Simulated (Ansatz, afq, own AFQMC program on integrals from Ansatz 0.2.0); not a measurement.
Integrals from Ansatz 0.2.0, then the random walk in our own AFQMC program (afq).

```yaml
crystal:
  periodic: [false, false, false]
  atoms:
    - {symbol: O, position_ang: [0.000000, 0.000000, 0.000000]}
    - {symbol: C, position_ang: [0.000000, 0.000000, 1.195530]}
basis:
  gaussian: {orbitals: 6-31G}
magnetization: {spin_polarized: true, initial_magnetization: 2}
correlation: {method: ccsd_t, electrons: outside_noble_gas, hamiltonian_folder: ham}
```

```sh
$ ansatz run in.yaml --threads 1 --pin off --events-out ev --progress --plain --max-ram 16896MiB --backend cuda --devices 0, --max-vram 18GiB
```

afq runs on the folder ham with

```
--method phaseless --trial hf --walkers 4000 --populations 20 --least-time 40 --time-step 0.005 --steps-per-block 20 --equilibration-blocks 112 --max-blocks 4000 --target-error 0.0009500 --factor-cut 1e-05 --start spin_pure --seed 2411 --taylor-order 6
```

Times are imaginary, in 1/Eh. The walk had a cap of 49 s. With eight or more populations the least sampling time is a fifth of least-time, and the error comes from their spread.

Log:

```
orbitals 16  electrons 6 4  factors 92 of 203
reference energy -112.49845030 Eh
CCSD correlation -0.18007209 Eh in 14 cycles, weight of the determinant in the CISD state 0.8433
energy of the start -112.508382 Eh
 block  time / (1/Eh)  mean weight  energy / Eh
     1     0.100  1.0005  -112.552614
     2     0.200  1.0011  -112.586369
     3     0.300  1.0016  -112.608978
     4     0.400  1.0014  -112.623754
     5     0.500  1.0009  -112.637142
     8     0.800  1.0008  -112.661856
    15     1.500  0.9998  -112.677099
    36     3.600  1.0007  -112.702260
    57     5.700  0.9999  -112.684055
    78     7.800  1.0000  -112.684020
    85     8.500  0.9999  -112.674994
    99     9.900  0.9995  -112.686572
   120    12.000  1.0001  -112.680181
   141    14.100  0.9999  -112.682847
   162    16.200  1.0002  -112.684643
   183    18.300  0.9997  -112.683559
   204    20.400  0.9997  -112.695236
   225    22.500  0.9995  -112.684865
   246    24.600  1.0001  -112.691364
   267    26.700  0.9997  -112.686187
   281    28.100  1.0002  -112.687058
error from the spread of 20 populations
energy -112.686811 +/- 0.000932 Eh
(rows thinned)
```

The run passed its tests (sampling time, drift between the halves within three errors, error under three times the target), which doesn't prove that it has relaxed. The second half of the sampling lies below the first by 2.4 errors of their difference, so the energy may still be moving and its error bar be too small.

Against this walk (error 25.4 meV) on the same determinant: CCSD(T) 102.9 meV higher, full CI 41.9 meV higher (within the noise), a separate phaseless walk with a CISD trial and standard settings 76.0 ± 25.8 meV higher. The error is statistical and leaves out the bias of the constraint. The determinant has ⟨S²⟩ = 2.28, so the low cluster orders mix in higher spin, while the walk starts as a pure triplet.

Cautions: constraint bias not in the error; lower spins were not checked; strong correlation (T1 0.061, weight of the determinant 0.84, largest double 0.13); unrestricted determinant spin contaminated (⟨S²⟩ 2.28 against 2.00).

The walk took 32 s on 1 × NVIDIA H100 80GB HBM3 with 2 threads of AMD EPYC 7R13 Processor (Zen 3), on a shared host (the card was shared). The log's last line is the phaseless energy.
